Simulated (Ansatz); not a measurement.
Z-matrix (Å, degrees):
```
C
C 1 1.511
O 1 1.413 2 107.8
H 1 1.100 2 109.5 3 -120.8
H 1 1.097 2 109.6 3 121.3
C 2 1.505 1 113.0 3 178.2
H 2 1.094 1 109.4 3 -59.3
H 2 1.095 1 109.1 3 57.6
H 3 0.959 1 108.6 2 174.3
F 6 1.388 2 110.5 1 63.3
H 6 1.093 2 111.1 1 -177.5
H 6 1.096 2 111.6 1 -55.9
```

Charge 0, multiplicity 1.

Question: List the B3LYP/def2-TZVPP orbital energies in eV (Ansatz). (Estimate.)

Answer: The calculation gave: Occupied: -671.12, -520.56, -278.87, -278.13, -276.91, -32.46, -28.05, -21.63, -18.68, -16.40, -14.47, -13.93, -13.47, -12.62, -12.20, -11.18, -10.25, -9.69, -9.36, -9.00, -7.72. Lowest empty: 0.69, 1.11, 1.99, 2.11, 2.45, 2.85, 3.29, 3.63.

B3LYP here is the variant with VWN-RPA as its local correlation; programs differ in this.
